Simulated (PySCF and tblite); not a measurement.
Results of a calculation; reference values are marked as such.
(E)-crotonaldehyde, C₄H₆O, numbered as in [CH3:1]/[CH:2]=[CH:3]/[CH:4]=[O:5].

Level: CAM-B3LYP-D3(BJ)/def2-TZVP (IEF-PCM, chloroform)//PBE0-D3(BJ)/def2-SVP, thermal terms from GFN2-xTB, symmetry numbers and mirror pairs counted. Conformers within 3 kcal/mol (GFN2-xTB free energy) were kept, 8 at most. Couplings: B3LYP/pcJ-1 (gas phase; spin-dipole term only for pairs with B, N, F, Si or P). Couplings are for ¹³C, ¹H, ¹⁷O. Programs: PySCF with density fitting and tblite.

Torsions listed: C2–C3–C4–O5.

| conformer | shape | weight % |
| --- | --- | --- |
| 1 | 180° | 98.0 |
| 2 | 1° | 2.0 |

**Question.** Give the couplings in each conformer and the averages at 298.15 K (pairs that fast motion interchanges averaged).

**Answer.** 
| coupling | pairs | 1 | 2 | average (Hz) |
| --- | --- | --- | --- | --- |
| ¹J(C1,C2) | 1 | 46.1 | 45.9 | 46.1 |
| ¹J(C1,H1) | 3 | 134.5 | 134.2 | 134.5 |
| ²J(C1,H2) | 1 | 4.9 | 5.7 | 4.9 |
| ³J(C1,H3) | 1 | 6.8 | 7.0 | 6.8 |
| ¹J(C2,C3) | 1 | 74.7 | 74.3 | 74.7 |
| ³J(C2,O5) | 1 | -1.6 | -3.7 | -1.6 |
| ²J(H1,C2) | 3 | -7.0 | -7.2 | -7.0 |
| ¹J(C2,H2) | 1 | 157.0 | 163.6 | 157.1 |
| ²J(C2,H3) | 1 | 2.0 | 0.2 | 2.0 |
| ³J(C2,H4) | 1 | 1.6 | 4.3 | 1.7 |
| ¹J(C3,C4) | 1 | 58.5 | 56.7 | 58.4 |
| ²J(C3,O5) | 1 | -2.5 | -0.5 | -2.4 |
| ³J(H1,C3) | 3 | 6.7 | 7.1 | 6.8 |
| ²J(H2,C3) | 1 | -0.3 | -1.0 | -0.3 |
| ¹J(C3,H3) | 1 | 167.4 | 164.3 | 167.4 |
| ²J(C3,H4) | 1 | 30.7 | 27.8 | 30.7 |
| ¹J(C4,O5) | 1 | 32.6 | 33.9 | 32.6 |
| ⁴J(H1,C4) | 3 | -1.6 | -1.6 | -1.6 |
| ³J(H2,C4) | 1 | 10.1 | 7.1 | 10.0 |
| ²J(H3,C4) | 1 | 2.9 | 8.5 | 3.0 |
| ¹J(C4,H4) | 1 | 172.7 | 175.9 | 172.8 |
| ⁵J(H1,O5) | 3 | -0.6 | -0.8 | -0.6 |
| ³J(H3,O5) | 1 | -0.9 | -1.7 | -1.0 |
| ²J(H4,O5) | 1 | -4.0 | -4.6 | -4.0 |
| ²J(H1,H1) | 3 | -17.0 | -17.1 | -17.0 |
| ³J(H1,H2) | 3 | 8.2 | 8.6 | 8.2 |
| ⁴J(H1,H3) | 3 | -2.2 | -2.4 | -2.2 |
| ³J(H2,H3) | 1 | 16.4 | 16.1 | 16.4 |
| ³J(H3,H4) | 1 | 8.2 | 0.9 | 8.0 |
